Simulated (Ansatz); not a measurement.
bcc Rb, treated with LDA in Ansatz (plane waves, PAW).

Numerical settings: plane-wave cutoff 520 eV, 16×16×16 k mesh, Fermi–Dirac smearing 0.07 eV (set by the program), scalar-relativistic PAW data made under PBE.

Computed at the level's own relaxed cell.

```yaml
crystal:
  lattice:
    - [-2.68827, 2.68827, 2.68827]
    - [2.68827, -2.68827, 2.68827]
    - [2.68827, 2.68827, -2.68827]
  atoms:
    - { symbol: Rb, position: [0.00000, 0.00000, 0.00000] }
```

Task: Give the elastic tensor (Voigt notation, GPa, ions relaxed, in the Cartesian axes of the cell as printed).

Result: 
```
    3.9     3.4     3.4     0.0     0.0     0.0
    3.4     3.9     3.4     0.0     0.0     0.0
    3.4     3.4     3.9     0.0     0.0     0.0
    0.0     0.0     0.0     2.3     0.0     0.0
    0.0     0.0     0.0     0.0     2.3     0.0
    0.0     0.0     0.0     0.0     0.0     2.3
```

Measured, for comparison: elastic constant C11 3.41 GPa, elastic constant C12 2.87 GPa, elastic constant C44 2.21 GPa (temperature not stated, no zero-point or thermal correction; as tabulated in arXiv:1601.06701). Computed (rounded) less measured: elastic constant C11 +14 %, elastic constant C12 +18 %, elastic constant C44 +6 %. A static lattice is as a rule a little smaller and stiffer than an uncorrected measurement, which narrows the difference in the elastic constant C44 and would widen misses of the other sign.

Static lattice: no zero-point or thermal effects.

Ansatz is an electronic-structure program.
